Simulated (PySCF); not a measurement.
N2O, optimised at B3LYP/6-31G*:

```xyz
3

N      0.6956     0.6696    -0.6319
N      0.0118     0.0113    -0.0107
O     -0.7073    -0.6809     0.6426
```

Computed with PySCF (xtb for GFN2) and rigid-rotor harmonic-oscillator thermochemistry at 1 bar. 6-31G* has spherical d functions here. All species are closed-shell singlets. B3LYP is the form with VWN-RPA correlation.

Problem. List the harmonic frequencies (cm⁻¹, unscaled) at this level and at the other levels, each on its own geometry.

Solution. 
- B3LYP/6-31G*: 609, 609, 1346, 2370
- GFN2-xTB: 553, 553, 1442, 2650
- HF/6-31G*: 699, 699, 1400, 2639
- PBE/def2-SVP: 587, 587, 1348, 2359
- PBE0/def2-TZVP: 641, 641, 1378, 2409
